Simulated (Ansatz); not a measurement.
# What each rung costs, and what it gives

The pair of CH4 (SMILES C, atoms 1–5) and CH4 (SMILES C, atoms 6–10), both closed shells, in one local arrangement (a lower one may exist), relaxed at PBE0-D4/def2-TZVP:

C1  (0.176, -0.095, -1.909)
H2  (-0.504, 0.734, -1.714)
H3  (-0.332, -1.037, -1.701)
H4  (1.051, -0.006, -1.266)
H5  (0.486, -0.073, -2.953)
C6  (-0.176, 0.095, 1.909)
H7  (-0.660, 0.104, 2.885)
H8  (-0.436, 1.002, 1.365)
H9  (-0.510, -0.774, 1.344)
H10  (0.905, 0.049, 2.041)
(Å)

Interaction energies are counterpoise-corrected; the time is that of the whole pair.

Program: Ansatz 0.2.0. Basis: as named in each row. Cores are frozen in the correlated methods. B3LYP uses VWN-RPA correlation. Extrapolation: Hartree–Fock as exp(−7.88 √X), correlation as X^−2.97.

Times are rough, for one single point on 2 threads of a shared host (Arm Neoverse V1).

The estimate by CCSD(T) at an estimated basis limit (MP2 extrapolated from triple and quadruple zeta, plus CCSD(T) − MP2 in triple zeta) is -0.46 kcal/mol.

```tsv
method	basis	time (s)	interaction energy (kcal/mol)	method less estimate
revPBE-D4	def2-TZVPPD	2	-0.53	-0.07
PBE-D4	def2-TZVPPD	2	-0.62	-0.17
BLYP-D4	def2-TZVPPD	3	-0.28	0.17
PBE0-D4	def2-TZVPPD	3	-0.53	-0.08
B3LYP-D4	def2-TZVPPD	3	-0.38	0.08
HSE06-D4	def2-TZVPPD	3	-0.53	-0.07
r2SCAN-D4	def2-TZVPPD	4	-0.43	0.03
B2PLYP	def2-TZVPPD	5	0.03	0.49
wB97X-V	def2-TZVPPD	6	-0.47	-0.01
wB97M-V	def2-TZVPPD	6	-0.40	0.06
B97M-V	def2-TZVPPD	8	-0.40	0.06
MP2	def2-QZVPPD	16	-0.40	0.05
CCSD(T)	def2-TZVPPD	44	-0.40	0.05
```

No T1 diagnostic of these runs exceeds 0.008.
